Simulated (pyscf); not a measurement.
Single points on ωB97X-D3(BJ)/def2-SVP structures (PySCF, gas phase).

**Question.** H₃C–AlH₂ + HO–SiH₃ -> H₃C–AlH–O–SiH₃ + H₂
Surface: singlet. Broken: Al–H, H–O. Formed: Al–O, H–H. Give ΔE‡ and ΔE from ωB97M-D3(BJ)/def2-TZVP, relative to the separated reactants.

**Answer.** ΔE‡ = -7.9 kcal/mol, ΔE = -35.7 kcal/mol. Zero-point energy shifts the barrier by 0.0 kcal/mol. It is a four-centre exchange, with an imaginary mode of 1272i cm⁻¹. On the reactant side the descent ends in an adduct with a Al–O contact, 22.5 kcal/mol under the separated species and 12.9 kcal/mol under the saddle at ωB97X-D3(BJ)/def2-TZVP. At ωB97M-D3(BJ) the saddle lies under the separated reactants, which points to a path from their complex (located at ωB97X-D3(BJ) alone). What is counted as formed (Al–O) is already present as a longer contact in the reactant adduct; forming that adduct is a step of its own. At the saddle there is also a short Al–H contact that neither side keeps. This is the saddle that the search found; another between the same sides may lie lower.
